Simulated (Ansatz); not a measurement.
Ansatz (a quantum-chemistry and plane-wave program) input (CCSD(T)/cc-pCVTZ): A basis named .json is the Basis Set Exchange file of that set (core-valence sets with the plain set on hydrogen).

Ansatz 0.2 input:
```yaml
crystal:
  periodic: [false, false, false]
  atoms:
    - {symbol: C, position_ang: [-0.00000000, -0.00000000, -0.62581248]}
    - {symbol: N, position_ang: [0.00000000, 0.00000000, 0.53641070]}
basis:
  gaussian:
    orbitals: cc-pCVTZ.json
magnetization: {spin_polarized: true, initial_magnetization: 1}
correlation: {method: ccsd_t, frozen_orbitals: {C: 0, N: 0}}
```

Output:

```
Functional definition: HF
integrals: 0.11 GiB planned
538 factors; integrals over basis functions are off by at most 1.3e-3 eV
mean field: 0.14 GiB planned
mean field evaluation 1: about -2507.8238 eV, gradient 1.7e1 eV
mean field evaluation 2: about -2507.8272 eV, gradient 1.7e1 eV
mean field evaluation 4: about -2509.1757 eV, gradient 2.7e0 eV
mean field evaluation 8: about -2509.5710 eV, gradient 1.3e0 eV
mean field evaluation 16: about -2509.8742 eV, gradient 1.6e-1 eV
mean field evaluation 32: about -2509.3723 eV, gradient 2.2e0 eV
mean field evaluation 64: about -2509.1886 eV, gradient 3.1e0 eV
mean field evaluation 96: about -2509.3519 eV, gradient 1.3e-3 eV
mean field evaluation 128: about -2509.3519 eV, gradient 2.3e-4 eV
mean field evaluation 160: about -2509.3518 eV, gradient 4.1e-2 eV
mean field -2509.87513738 eV, -92.2362100443 hartree, gradient 1.6e-6 eV, S^2 1.119388; 7 other end points of the search recorded, 0 dependent functions left out
determinant -2509.87513738 eV, -92.2362100443 hartree, with singles and doubles -2521.03367564 eV, -92.6462787616 hartree
determinant -2509.46468522 eV, -92.2211262054 hartree, with singles and doubles -2520.52704406 eV, -92.6276603948 hartree
determinant -2509.42248291 eV, -92.2195752993 hartree, with singles and doubles -2520.98583042 eV, -92.6445204825 hartree
determinant -2509.35189526 eV, -92.2169812511 hartree, with singles and doubles -2519.99207136 eV, -92.6080005105 hartree
determinant -2509.87513738 eV, -92.2362100443 hartree, with singles and doubles -2521.15719006 eV, -92.6508178331 hartree
determinant -2509.46468522 eV, -92.2211262054 hartree, with singles and doubles -2521.10095942 eV, -92.6487513951 hartree
determinant -2509.42248291 eV, -92.2195752993 hartree, with singles and doubles -2521.14624196 eV, -92.6504154979 hartree
reference -2509.87513738 eV, -92.2362100443 hartree; 7, 6 occupied and 79, 80 virtual orbitals, 538 factors
second order -10.24429145 eV of doubles, -0.00000000 eV of singles
coupled cluster: 0.37 GiB planned
cycle   1  -11.28205376 eV  change   -1.1e-6 eV  update   2.5e-6
coupled cluster: 0.37 GiB planned
perturbative correction -0.53058813 eV, -0.0194987540 hartree
Total energy: -2521.68777927 eV, -92.6703166267 hartree
```

The determinant is spin-contaminated: <S^2> is 1.12.
